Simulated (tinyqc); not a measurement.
Worked calculation (part 1 of 2): UKS/BP86 in the sto-3g basis, for NH, spin multiplicity 3. Computed by tinyqc, a small Python program that keeps every step (integrals from PySCF). Settings: charge = 0, multiplicity = 3, basis = sto-3g, energy threshold = 1e-08, iteration cap = 56, orthogonalisation = canonical, start = core, DIIS depth = 6, method = UKS, functional = b88,p86, grid = [15, 50]. Command: `OMP_NUM_THREADS=1 python tinyqc.py 26727 26728 out.jsonl` (the two numbers bound the seeds that draw the settings). One thread of a shared host (Intel(R) Xeon(R) Processor @ 2.60GHz), about 2 s of CPU time with the checks. Later iterations appear only in the table of the cycle.

## One-electron integrals

Geometry (angstrom):

| atom | x | y | z |
|---|---|---|---|
| N | 0.00000 | 0.00000 | 0.00000 |
| H | 0.00000 | 0.00000 | 1.69700 |

Basis sto-3g: exponents (1/bohr^2) and contraction coefficients of normalised primitives:

| element | l (shell) | exponent | coefficient |
|---|---|---|---|
| N | s (1) | 99.10617 | 0.15433 |
| N | s (1) | 18.05231 | 0.53533 |
| N | s (1) | 4.88566 | 0.44463 |
| N | s (2) | 3.78046 | -0.09997 |
| N | s (2) | 0.87850 | 0.39951 |
| N | s (2) | 0.28571 | 0.70012 |
| N | p (3) | 3.78046 | 0.15592 |
| N | p (3) | 0.87850 | 0.60768 |
| N | p (3) | 0.28571 | 0.39196 |
| H | s (1) | 3.42525 | 0.15433 |
| H | s (1) | 0.62391 | 0.53533 |
| H | s (1) | 0.16886 | 0.44463 |

Overlap, kinetic and nuclear-attraction integrals over the contracted functions; the nuclear repulsion is the sum of Za Zb / Rab.

nuclear repulsion = 2.1828170 hartree

overlap S:
```
          1N 1s    1N 2s   1N 2px   1N 2py   1N 2pz    2H 1s
1N 1s   1.00000  0.23504  0.00000  0.00000  0.00000  0.01235
1N 2s   0.23504  1.00000  0.00000  0.00000  0.00000  0.17551
1N 2px  0.00000  0.00000  1.00000  0.00000  0.00000  0.00000
1N 2py  0.00000  0.00000  0.00000  1.00000  0.00000  0.00000
1N 2pz  0.00000  0.00000  0.00000  0.00000  1.00000  0.19409
2H 1s   0.01235  0.17551  0.00000  0.00000  0.19409  1.00000
```

kinetic energy T (hartree):
```
           1N 1s     1N 2s   1N 2px   1N 2py   1N 2pz     2H 1s
1N 1s   21.99075  -0.12842  0.00000  0.00000  0.00000  -0.00339
1N 2s   -0.12842   0.60699  0.00000  0.00000  0.00000  -0.00956
1N 2px   0.00000   0.00000  1.89936  0.00000  0.00000   0.00000
1N 2py   0.00000   0.00000  0.00000  1.89936  0.00000   0.00000
1N 2pz   0.00000   0.00000  0.00000  0.00000  1.89936   0.02388
2H 1s   -0.00339  -0.00956  0.00000  0.00000  0.02388   0.76003
```

nuclear attraction V (hartree):
```
            1N 1s     1N 2s    1N 2px    1N 2py    1N 2pz     2H 1s
1N 1s   -46.49779  -5.50624   0.00000   0.00000  -0.00563  -0.29559
1N 2s    -5.50624  -7.17611   0.00000   0.00000  -0.07173  -0.86630
1N 2px    0.00000   0.00000  -7.10926   0.00000   0.00000   0.00000
1N 2py    0.00000   0.00000   0.00000  -7.10926   0.00000   0.00000
1N 2pz   -0.00563  -0.07173   0.00000   0.00000  -7.14477  -0.84022
2H 1s    -0.29559  -0.86630   0.00000   0.00000  -0.84022  -3.40576
```

core Hamiltonian H = T + V (hartree):
```
            1N 1s     1N 2s    1N 2px    1N 2py    1N 2pz     2H 1s
1N 1s   -24.50704  -5.63465   0.00000   0.00000  -0.00563  -0.29898
1N 2s    -5.63465  -6.56912   0.00000   0.00000  -0.07173  -0.87586
1N 2px    0.00000   0.00000  -5.20990   0.00000   0.00000   0.00000
1N 2py    0.00000   0.00000   0.00000  -5.20990   0.00000   0.00000
1N 2pz   -0.00563  -0.07173   0.00000   0.00000  -5.24541  -0.81633
2H 1s    -0.29898  -0.87586   0.00000   0.00000  -0.81633  -2.64573
```

## Two-electron integrals

Functions are numbered as in S; the eight-fold symmetry (ij|kl) = (ji|kl) = (kl|ij) leaves the list below.

Two-electron integrals (ij|kl) in chemists' order, unique and non-zero (hartree):
```
(11|11) 4.16663   (21|11) 0.64085   (21|21) 0.11746   (22|11) 0.96986
(22|21) 0.22094   (22|22) 0.70825   (31|31) 0.02096   (32|31) 0.03245
(32|32) 0.15645   (33|11) 0.96712   (33|21) 0.22098   (33|22) 0.70809
(33|33) 0.76280   (41|41) 0.02096   (42|41) 0.03245   (42|42) 0.15645
(43|43) 0.04112   (44|11) 0.96712   (44|21) 0.22098   (44|22) 0.70809
(44|33) 0.68057   (44|44) 0.76280   (51|51) 0.02096   (52|51) 0.03245
(52|52) 0.15645   (53|53) 0.04112   (54|54) 0.04112   (55|11) 0.96712
(55|21) 0.22098   (55|22) 0.70809   (55|33) 0.68057   (55|44) 0.68057
(55|55) 0.76280   (61|11) 0.03401   (61|21) 0.00619   (61|22) 0.01160
(61|33) 0.01158   (61|44) 0.01158   (61|51) 0.00030   (61|52) 0.00057
(61|55) 0.01164   (61|61) 0.00033   (62|11) 0.10882   (62|21) 0.02521
(62|22) 0.09305   (62|33) 0.09107   (62|44) 0.09107   (62|51) 0.00205
(62|52) 0.01773   (62|55) 0.09692   (62|61) 0.00136   (62|62) 0.01803
(63|31) 0.00221   (63|32) 0.01394   (63|53) 0.00332   (63|63) 0.00202
(64|41) 0.00221   (64|42) 0.01394   (64|54) 0.00332   (64|64) 0.00202
(65|11) 0.09991   (65|21) 0.02339   (65|22) 0.09190   (65|33) 0.08797
(65|44) 0.08797   (65|51) 0.00372   (65|52) 0.02908   (65|55) 0.09965
(65|61) 0.00130   (65|62) 0.02133   (65|65) 0.02687   (66|11) 0.31127
(66|21) 0.07314   (66|22) 0.30924   (66|33) 0.29889   (66|44) 0.29889
(66|51) 0.00554   (66|52) 0.06814   (66|55) 0.32969   (66|61) 0.00396
(66|62) 0.08636   (66|65) 0.11494   (66|66) 0.77461
```

## Orthogonalisation

S = U s U^T; canonical form X = U s^(-1/2), so that X^T S X = 1. Each column of U has its largest component positive (the first on a tie).

eigenvalues of S: 0.68410  0.85207  1.00000  1.00000  1.13573  1.32809

X:
```
               1         2        3         4         5        6
1N 1s   -0.54406   0.59720  0.00000   0.00000  -0.49268  0.40508
1N 2s    0.76533  -0.34931  0.00000   0.00000  -0.30673  0.54084
1N 2px   0.00000   0.00000  0.04363   0.99905   0.00000  0.00000
1N 2py   0.00000   0.00000  0.99905  -0.04363   0.00000  0.00000
1N 2pz   0.39869   0.66302  0.00000   0.00000   0.60424  0.27717
2H 1s   -0.64891  -0.50533  0.00000   0.00000   0.42257  0.46854
```

Within a degenerate level the vectors are fixed only up to a rotation; this is one choice.

## Starting guess

The start is the orbitals of the core Hamiltonian; D(s) = C_occ C_occ^T for each spin.

D(alpha) at the start:
```
           1N 1s     1N 2s   1N 2px   1N 2py    1N 2pz     2H 1s
1N 1s    1.05919  -0.25259  0.00000  0.00000  -0.00435   0.01528
1N 2s   -0.25259   1.07770  0.00000  0.00000   0.02271  -0.06325
1N 2px   0.00000   0.00000  1.00000  0.00000   0.00000   0.00000
1N 2py   0.00000   0.00000  0.00000  1.00000   0.00000   0.00000
1N 2pz  -0.00435   0.02271  0.00000  0.00000   1.02625  -0.08550
2H 1s    0.01528  -0.06325  0.00000  0.00000  -0.08550   0.01062
```

D(beta) at the start:
```
           1N 1s     1N 2s   1N 2px   1N 2py    1N 2pz     2H 1s
1N 1s    1.05919  -0.25259  0.00000  0.00000  -0.00435   0.01528
1N 2s   -0.25259   1.07770  0.00000  0.00000   0.02271  -0.06325
1N 2px   0.00000   0.00000  0.00000  0.00000   0.00000   0.00000
1N 2py   0.00000   0.00000  0.00000  0.00000   0.00000   0.00000
1N 2pz  -0.00435   0.02271  0.00000  0.00000   1.02625  -0.08550
2H 1s    0.01528  -0.06325  0.00000  0.00000  -0.08550   0.01062
```

## Iteration 1: exchange-correlation on the grid

Becke grid with 15 radial and 50 angular points per atom, points of zero weight dropped. rho = sum D_ij phi_i phi_j; V_xc,ij = sum w v_xc phi_i phi_j plus the gradient terms; v_xc is d(rho eps)/d rho(s) for spin s at fixed gradient.

The 12 grid points with the largest w rho, of 1493 (bohr, atomic units):

| x | y | z | w | rho(alpha) | rho(beta) | eps_xc | v_xc(alpha) |
|---|---|---|---|---|---|---|---|
| 0.39654 | 0.39654 | -1.18961 | 0.20734 | 0.12775 | 0.11052 | -0.53418 | -0.66892 |
| -0.39654 | 0.39654 | -1.18961 | 0.20734 | 0.12775 | 0.11052 | -0.53418 | -0.66892 |
| 0.39654 | -0.39654 | -1.18961 | 0.20734 | 0.12775 | 0.11052 | -0.53418 | -0.66892 |
| -0.39654 | -0.39654 | -1.18961 | 0.20734 | 0.12775 | 0.11052 | -0.53418 | -0.66892 |
| 0.00000 | 0.92996 | -0.92996 | 0.23203 | 0.12743 | 0.08003 | -0.51778 | -0.66213 |
| 0.92996 | 0.00000 | -0.92996 | 0.23203 | 0.12743 | 0.08003 | -0.51778 | -0.66213 |
| -0.92996 | 0.00000 | -0.92996 | 0.23203 | 0.12743 | 0.08003 | -0.51778 | -0.66213 |
| 0.00000 | -0.92996 | -0.92996 | 0.23203 | 0.12743 | 0.08003 | -0.51778 | -0.66213 |
| 0.00000 | -0.92996 | 0.92996 | 0.22893 | 0.12870 | 0.08130 | -0.51993 | -0.66395 |
| -0.92996 | 0.00000 | 0.92996 | 0.22893 | 0.12870 | 0.08130 | -0.51993 | -0.66395 |
| 0.92996 | 0.00000 | 0.92996 | 0.22893 | 0.12870 | 0.08130 | -0.51993 | -0.66395 |
| 0.00000 | 0.92996 | 0.92996 | 0.22893 | 0.12870 | 0.08130 | -0.51993 | -0.66395 |

electrons on the grid, sum of w rho = 7.99809

E_xc = sum of w rho eps_xc = -7.5311771 hartree

V_xc(alpha) (hartree):
```
           1N 1s     1N 2s    1N 2px    1N 2py    1N 2pz     2H 1s
1N 1s   -2.72524  -0.37288   0.00000   0.00000  -0.00026  -0.01997
1N 2s   -0.37288  -0.72583   0.00000   0.00000  -0.00021  -0.07585
1N 2px   0.00000   0.00000  -0.71931   0.00000   0.00000   0.00000
1N 2py   0.00000   0.00000   0.00000  -0.71931   0.00000   0.00000
1N 2pz  -0.00026  -0.00021   0.00000   0.00000  -0.72220  -0.06563
2H 1s   -0.01997  -0.07585   0.00000   0.00000  -0.06563  -0.13594
```

V_xc(beta) (hartree):
```
           1N 1s     1N 2s    1N 2px    1N 2py    1N 2pz     2H 1s
1N 1s   -2.69894  -0.35188   0.00000   0.00000  -0.00029  -0.01896
1N 2s   -0.35188  -0.61198   0.00000   0.00000  -0.00050  -0.06773
1N 2px   0.00000   0.00000  -0.56928   0.00000   0.00000   0.00000
1N 2py   0.00000   0.00000   0.00000  -0.56928   0.00000   0.00000
1N 2pz  -0.00029  -0.00050   0.00000   0.00000  -0.68011  -0.06302
2H 1s   -0.01896  -0.06773   0.00000   0.00000  -0.06302  -0.14235
```

## Iteration 1: building the Kohn-Sham matrix

J_ij = sum D_kl (ij|kl) with D = D(alpha) + D(beta); F = H + J + V_xc; E = tr D H + tr D J / 2 + E_xc + E_nn.

Coulomb J (hartree):
```
           1N 1s    1N 2s   1N 2px   1N 2py   1N 2pz    2H 1s
1N 1s   14.13570  2.59815  0.00000  0.00000  0.00093  0.13720
1N 2s    2.59815  6.17968  0.00000  0.00000  0.00070  0.77831
1N 2px   0.00000  0.00000  6.14583  0.00000  0.00000  0.00000
1N 2py   0.00000  0.00000  0.00000  6.14583  0.00000  0.00000
1N 2pz   0.00093  0.00070  0.00000  0.00000  6.22757  0.75706
2H 1s    0.13720  0.77831  0.00000  0.00000  0.75706  2.48813
```

F(alpha) (hartree):
```
            1N 1s     1N 2s   1N 2px   1N 2py    1N 2pz     2H 1s
1N 1s   -13.09658  -3.40939  0.00000  0.00000  -0.00497  -0.18176
1N 2s    -3.40939  -1.11527  0.00000  0.00000  -0.07124  -0.17340
1N 2px    0.00000   0.00000  0.21662  0.00000   0.00000   0.00000
1N 2py    0.00000   0.00000  0.00000  0.21662   0.00000   0.00000
1N 2pz   -0.00497  -0.07124  0.00000  0.00000   0.25995  -0.12491
2H 1s    -0.18176  -0.17340  0.00000  0.00000  -0.12491  -0.29355
```

F(beta) (hartree):
```
            1N 1s     1N 2s   1N 2px   1N 2py    1N 2pz     2H 1s
1N 1s   -13.07028  -3.38839  0.00000  0.00000  -0.00500  -0.18075
1N 2s    -3.38839  -1.00142  0.00000  0.00000  -0.07153  -0.16528
1N 2px    0.00000   0.00000  0.36664  0.00000   0.00000   0.00000
1N 2py    0.00000   0.00000  0.00000  0.36664   0.00000   0.00000
1N 2pz   -0.00500  -0.07153  0.00000  0.00000   0.30205  -0.12230
2H 1s    -0.18075  -0.16528  0.00000  0.00000  -0.12230  -0.29996
```

total energy of this density = -53.8363879 hartree

## Iteration 1: diagonalisation and new density

Diagonalise F' = X^T F X, C = X C', fill 5 alpha and 3 beta electrons from the bottom; D(s) = C_occ C_occ^T. Each column has its largest component positive (the first on a tie).

F' = X^T F X (alpha) (hartree):
```
          1         2        3        4         5         6
1  -1.70569   2.42113  0.00000  0.00000  -2.48960   2.55031
2   2.42113  -3.18393  0.00000  0.00000   3.87862  -3.43907
3   0.00000   0.00000  0.21662  0.00000   0.00000   0.00000
4   0.00000   0.00000  0.00000  0.21662   0.00000   0.00000
5  -2.48960   3.87862  0.00000  0.00000  -4.18571   4.04471
6   2.55031  -3.43907  0.00000  0.00000   4.04471  -4.22546
```

orbital energies (alpha) (hartree): MO1 -13.10575, MO2 -0.35060, MO3 -0.16198, MO4 0.21662, MO5 0.21662, MO6 0.31754

coefficients C (alpha):
```
             MO1       MO2       MO3       MO4      MO5       MO6
1N 1s    0.99314  -0.15280  -0.22285   0.00000  0.00000   0.01184
1N 2s    0.02784   0.54647   0.89105   0.00000  0.00000  -0.03098
1N 2px   0.00000   0.00000   0.00000   0.99997  0.00776   0.00000
1N 2py   0.00000   0.00000   0.00000  -0.00776  0.99997   0.00000
1N 2pz   0.00111   0.13014  -0.00191   0.00000  0.00000   1.01170
2H 1s   -0.00329   0.72604  -0.67595   0.00000  0.00000  -0.30081
```

F' = X^T F X (beta) (hartree):
```
          1         2        3        4         5         6
1  -1.65357   2.40161  0.00000  0.00000  -2.49812   2.59800
2   2.40161  -3.15193  0.00000  0.00000   3.90170  -3.44427
3   0.00000   0.00000  0.36664  0.00000   0.00000   0.00000
4   0.00000   0.00000  0.00000  0.36664   0.00000   0.00000
5  -2.49812   3.90170  0.00000  0.00000  -4.14911   4.01975
6   2.59800  -3.44427  0.00000  0.00000   4.01975  -4.17173
```

orbital energies (beta) (hartree): MO1 -13.07859, MO2 -0.32874, MO3 -0.07791, MO4 0.35890, MO5 0.36664, MO6 0.36664

coefficients C (beta):
```
             MO1       MO2       MO3       MO4      MO5       MO6
1N 1s    0.99351  -0.09718  -0.25052   0.01464  0.00000   0.00000
1N 2s    0.02642   0.32762   0.99220  -0.04291  0.00000   0.00000
1N 2px   0.00000   0.00000   0.00000   0.00000  0.99990  -0.01387
1N 2py   0.00000   0.00000   0.00000   0.00000  0.01387   0.99990
1N 2pz   0.00107   0.11659   0.04367   1.01241  0.00000   0.00000
2H 1s   -0.00311   0.86490  -0.49566  -0.28422  0.00000   0.00000
```

D(alpha) after iteration 1:
```
           1N 1s     1N 2s   1N 2px   1N 2py    1N 2pz     2H 1s
1N 1s    1.05934  -0.25442  0.00000  0.00000  -0.01835   0.03643
1N 2s   -0.25442   1.09338  0.00000  0.00000   0.06945  -0.20564
1N 2px   0.00000   0.00000  1.00000  0.00000   0.00000   0.00000
1N 2py   0.00000   0.00000  0.00000  1.00000   0.00000   0.00000
1N 2pz  -0.01835   0.06945  0.00000  0.00000   0.01694   0.09577
2H 1s    0.03643  -0.20564  0.00000  0.00000   0.09577   0.98404
```

D(beta) after iteration 1:
```
           1N 1s     1N 2s   1N 2px   1N 2py    1N 2pz     2H 1s
1N 1s    1.05926  -0.25416  0.00000  0.00000  -0.02120   0.03703
1N 2s   -0.25416   1.09250  0.00000  0.00000   0.08155  -0.20852
1N 2px   0.00000   0.00000  0.00000  0.00000   0.00000   0.00000
1N 2py   0.00000   0.00000  0.00000  0.00000   0.00000   0.00000
1N 2pz  -0.02120   0.08155  0.00000  0.00000   0.01550   0.07919
2H 1s    0.03703  -0.20852  0.00000  0.00000   0.07919   0.99375
```

Within a degenerate level the vectors are fixed only up to a rotation; this is one choice.

## Iteration 2: exchange-correlation on the grid

As before.

The 12 grid points with the largest w rho, of 1493 (bohr, atomic units):

| x | y | z | w | rho(alpha) | rho(beta) | eps_xc | v_xc(alpha) |
|---|---|---|---|---|---|---|---|
| -0.92996 | -0.92996 | 0.00000 | 0.23201 | 0.12766 | 0.03283 | -0.50062 | -0.64851 |
| 0.92996 | -0.92996 | 0.00000 | 0.23201 | 0.12766 | 0.03283 | -0.50062 | -0.64851 |
| -0.92996 | 0.92996 | 0.00000 | 0.23201 | 0.12766 | 0.03283 | -0.50062 | -0.64851 |
| 0.92996 | 0.92996 | 0.00000 | 0.23201 | 0.12766 | 0.03283 | -0.50062 | -0.64851 |
| 0.39654 | 1.18961 | 0.39654 | 0.20717 | 0.12147 | 0.03559 | -0.49428 | -0.63915 |
| -0.39654 | 1.18961 | 0.39654 | 0.20717 | 0.12147 | 0.03559 | -0.49428 | -0.63915 |
| 1.18961 | 0.39654 | 0.39654 | 0.20717 | 0.12147 | 0.03559 | -0.49428 | -0.63915 |
| -1.18961 | 0.39654 | 0.39654 | 0.20717 | 0.12147 | 0.03559 | -0.49428 | -0.63915 |
| 1.18961 | -0.39654 | 0.39654 | 0.20717 | 0.12147 | 0.03559 | -0.49428 | -0.63915 |
| -1.18961 | -0.39654 | 0.39654 | 0.20717 | 0.12147 | 0.03559 | -0.49428 | -0.63915 |
| 0.39654 | -1.18961 | 0.39654 | 0.20717 | 0.12147 | 0.03559 | -0.49428 | -0.63915 |
| -0.39654 | -1.18961 | 0.39654 | 0.20717 | 0.12147 | 0.03559 | -0.49428 | -0.63915 |

electrons on the grid, sum of w rho = 7.99824

E_xc = sum of w rho eps_xc = -7.0810941 hartree

V_xc(alpha) (hartree):
```
           1N 1s     1N 2s    1N 2px    1N 2py    1N 2pz     2H 1s
1N 1s   -2.70971  -0.35887   0.00000   0.00000  -0.00159  -0.01922
1N 2s   -0.35887  -0.65877   0.00000   0.00000  -0.01793  -0.08631
1N 2px   0.00000   0.00000  -0.68343   0.00000   0.00000   0.00000
1N 2py   0.00000   0.00000   0.00000  -0.68343   0.00000   0.00000
1N 2pz  -0.00159  -0.01793   0.00000   0.00000  -0.59187  -0.08885
2H 1s   -0.01922  -0.08631   0.00000   0.00000  -0.08885  -0.52430
```

V_xc(beta) (hartree):
```
           1N 1s     1N 2s    1N 2px    1N 2py    1N 2pz     2H 1s
1N 1s   -2.68630  -0.34004   0.00000   0.00000  -0.00223  -0.01832
1N 2s   -0.34004  -0.53485   0.00000   0.00000  -0.02479  -0.07734
1N 2px   0.00000   0.00000  -0.52769   0.00000   0.00000   0.00000
1N 2py   0.00000   0.00000   0.00000  -0.52769   0.00000   0.00000
1N 2pz  -0.00223  -0.02479   0.00000   0.00000  -0.53200  -0.08560
2H 1s   -0.01832  -0.07734   0.00000   0.00000  -0.08560  -0.52433
```

## Iteration 2: building the Kohn-Sham matrix

As before.

Coulomb J (hartree):
```
           1N 1s    1N 2s   1N 2px   1N 2py   1N 2pz    2H 1s
1N 1s   12.82668  2.30316  0.00000  0.00000  0.01874  0.12198
1N 2s    2.30316  5.38571  0.00000  0.00000  0.17502  0.76230
1N 2px   0.00000  0.00000  5.38563  0.00000  0.00000  0.00000
1N 2py   0.00000  0.00000  0.00000  5.38563  0.00000  0.00000
1N 2pz   0.01874  0.17502  0.00000  0.00000  5.36620  0.79565
2H 1s    0.12198  0.76230  0.00000  0.00000  0.79565  3.39094
```

F(alpha) (hartree):
```
            1N 1s     1N 2s    1N 2px    1N 2py    1N 2pz     2H 1s
1N 1s   -14.39007  -3.69036   0.00000   0.00000   0.01151  -0.19622
1N 2s    -3.69036  -1.84217   0.00000   0.00000   0.08536  -0.19987
1N 2px    0.00000   0.00000  -0.50771   0.00000   0.00000   0.00000
1N 2py    0.00000   0.00000   0.00000  -0.50771   0.00000   0.00000
1N 2pz    0.01151   0.08536   0.00000   0.00000  -0.47108  -0.10954
2H 1s    -0.19622  -0.19987   0.00000   0.00000  -0.10954   0.22090
```

F(beta) (hartree):
```
            1N 1s     1N 2s    1N 2px    1N 2py    1N 2pz     2H 1s
1N 1s   -14.36666  -3.67153   0.00000   0.00000   0.01088  -0.19532
1N 2s    -3.67153  -1.71826   0.00000   0.00000   0.07850  -0.19090
1N 2px    0.00000   0.00000  -0.35196   0.00000   0.00000   0.00000
1N 2py    0.00000   0.00000   0.00000  -0.35196   0.00000   0.00000
1N 2pz    0.01088   0.07850   0.00000   0.00000  -0.41121  -0.10628
2H 1s    -0.19532  -0.19090   0.00000   0.00000  -0.10628   0.22088
```

total energy of this density = -53.9085986 hartree

## Iteration 2: DIIS over 2 matrices

error matrix X^T (FDS - SDF) X (alpha):
```
         1         2        3        4         5         6
1  0.00000  -0.13437  0.00000  0.00000  -0.18236  -0.05204
2  0.13437   0.00000  0.00000  0.00000  -0.14446  -0.03735
3  0.00000   0.00000  0.00000  0.00000   0.00000   0.00000
4  0.00000   0.00000  0.00000  0.00000   0.00000   0.00000
5  0.18236   0.14446  0.00000  0.00000   0.00000   0.00526
6  0.05204   0.03735  0.00000  0.00000  -0.00526   0.00000
```

B (overlaps of the stored error matrices):
```
                1               2
1   1.0087151e-01  -1.0491244e-01
2  -1.0491244e-01   2.8344891e-01
```

Minimise |sum c_i e_i|^2 with sum c_i = 1: solve [B -1; -1 0][c; lambda] = [0; -1] with B_ij = tr e_i^T e_j summed over both spins, and take F = sum c_i F_i.

DIIS coefficients: 0.65365  0.34635

extrapolated F(alpha) (hartree):
```
            1N 1s     1N 2s    1N 2px    1N 2py    1N 2pz     2H 1s
1N 1s   -13.54459  -3.50671   0.00000   0.00000   0.00074  -0.18677
1N 2s    -3.50671  -1.36703   0.00000   0.00000  -0.01700  -0.18257
1N 2px    0.00000   0.00000  -0.03425   0.00000   0.00000   0.00000
1N 2py    0.00000   0.00000   0.00000  -0.03425   0.00000   0.00000
1N 2pz    0.00074  -0.01700   0.00000   0.00000   0.00676  -0.11958
2H 1s    -0.18677  -0.18257   0.00000   0.00000  -0.11958  -0.11537
```

extrapolated F(beta) (hartree):
```
            1N 1s     1N 2s   1N 2px   1N 2py    1N 2pz     2H 1s
1N 1s   -13.51929  -3.48646  0.00000  0.00000   0.00050  -0.18580
1N 2s    -3.48646  -1.24970  0.00000  0.00000  -0.01956  -0.17415
1N 2px    0.00000   0.00000  0.11775  0.00000   0.00000   0.00000
1N 2py    0.00000   0.00000  0.00000  0.11775   0.00000   0.00000
1N 2pz    0.00050  -0.01956  0.00000  0.00000   0.05501  -0.11675
2H 1s    -0.18580  -0.17415  0.00000  0.00000  -0.11675  -0.11957
```
